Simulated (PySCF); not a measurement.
Zinc-blende AlN (metastable phase), treated with MP2 (PySCF, GTH pseudopotentials, Gaussian basis).

The cell has the measured lattice parameters. Conventional cell: a = 4.3800 Å, b = 4.3800 Å, c = 4.3800 Å, α = 90.00°, β = 90.00°, γ = 90.00°.

The correlation energy at a fixed k mesh 2×2×2:

| basis | value (eV/atom) |
|---|---|
| DZ | -2.8133 |
| TZ | -3.5690 |
| QZ | -3.8571 |

Q: Taking the value to converge with the cardinal number X as X^(−3), extrapolate from the last two rows.

A: With y = y∞ + c/w and weights w = 27 and 64 for the last two rows, y∞ = (w2 y2 − w1 y1)/(w2 − w1) = (64 × -3.8571 − 27 × -3.5690)/37 = -4.0673 eV/atom, which lies 0.2102 beyond the last row. Successive pairs of rows give -3.8872, -4.0673. The limit also hangs on the law assumed, so its last digits aren't firm.

The other settings are not extrapolated, so this is the limit in one setting alone.
